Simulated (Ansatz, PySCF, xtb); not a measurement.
Ligands exchanged one at a time, C C2H5-H. Isolated molecules, 0 K electronic values unless said otherwise. One relaxed conformer stands for each flexible species; it need not be the lowest. Strings in code marks are SMILES.

Quantity: redistribution energy (mixed species minus the weighted end members), in kcal/mol.

Level 1: frozen-core MP2/cc-pVDZ // PBE-D3(BJ)/def2-SVP (Ansatz, a quantum-chemistry and plane-wave program)
Level 2: PBE/6-31G* // PBE-D3(BJ)/def2-SVP (PySCF)
Level 3: HF/cc-pVDZ // PBE-D3(BJ)/def2-SVP (Ansatz)
Level 4: GFN2-xTB (xtb)

```
species                                                                            level 2  level 3  level 4
---------------------------------------------------------------------------------  -------  -------  -------
2 of 4 C2H5 replaced by H: `CCCCC` (C–C–C–C torsion -180°, C–C–C–C torsion -180°)    -1.89    -4.89    -0.48
1 of 4 C2H5 replaced by H: `C(CC)(CC)CC`                                             -1.40    -3.25    -0.73
3 of 4 C2H5 replaced by H: `CCC`                                                     -0.29    -2.06     0.70
```

Problem. What does level 1 give for each?

Solution. 
- 2 of 4 C2H5 replaced by H: `CCCCC` (C–C–C–C torsion -180°, C–C–C–C torsion -180°): 1.50
- 1 of 4 C2H5 replaced by H: `C(CC)(CC)CC`: 1.78
- 3 of 4 C2H5 replaced by H: `CCC`: 1.88
